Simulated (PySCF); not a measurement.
## Electron affinity of O by level of theory

O⁻ [He] 2s2 2p5 (2P) → O [He] 2s2 2p4 (3P), as a difference of total energies. Calculation: PySCF 2.14, in dyall-acv3z; scalar relativity by spin-free X2C-1e. Correlated levels: valence: 1s2 frozen; virtual orbitals above 40 to 60 times the deepest correlated orbital energy dropped. The calculations carry no spin-orbit coupling.

```
           method  electron affinity (eV)  error (eV)
              UHF                  -0.582      -2.043
    MP2 (valence)                   1.415      -0.046
SCS-MP2 (valence)                   1.381      -0.080
   CCSD (valence)                   1.177      -0.284
CCSD(T) (valence)                   1.332      -0.129
```

Reference: 1.461 eV (measured; photodetachment measurements, as compiled on the Wikipedia data page of electron affinities).

Errors of the correlated levels include the incompleteness of this basis and the frozen core.

A negative affinity means that the anion lies above the atom at that level of theory.
